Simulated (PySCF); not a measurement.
# Core-level binding energies of `BSC`

Species: CH5BS.
Geometry (PBE0-D3(BJ)/def2-SVP, Å), atoms numbered from 1 in this order:
```xyz
8
CH5BS angstrom
B      1.645   -0.104    0.437
S      0.264   -0.683   -0.483
C     -1.196    0.057    0.306
H      1.503    0.613    1.396
H      2.723   -0.477    0.050
H     -0.979    0.324    1.347
H     -2.012   -0.677    0.276
H     -1.504    0.952   -0.250
```

Method: delta-SCF UKS SCAN, pcX-2 on the ionised atom, pcseg-1 elsewhere, spin-free X2C (PySCF 2.14.0). These are vertical core ionisation energies against the vacuum level, from separate self-consistent calculations with and without the core hole.

**Question.** What binding energy does each computed site have?

**Answer.** 
```
atom(s)               environment  level  binding energy (eV)  count
     B1    three-coordinate boron   B 1s               195.77      1
     C3           S-methyl carbon   C 1s               291.55      1
     S2  sulfur bonded to B and C   S 1s              2477.39      1
```

**Question.** Which photon energy gives electrons from B 1s of B1 a kinetic energy of 200 eV, and what is their de Broglie wavelength?

**Answer.** hν = 195.77 + 200 = 395.77 eV, recoil neglected; λ = 12.264 Å/√(E/eV) = 0.87 Å.

Not every level is listed. The unrestricted hole states depart most from a pure doublet (⟨S²⟩ = 0.75; over 0.85 named) for B 1s of B1 (0.98), which makes this value less certain. Geometry: PBE0-D3(BJ)/def2-SVP, one conformer, isolated molecule.

The run took 15 s on an Arm Neoverse V1 with one thread (shared host).
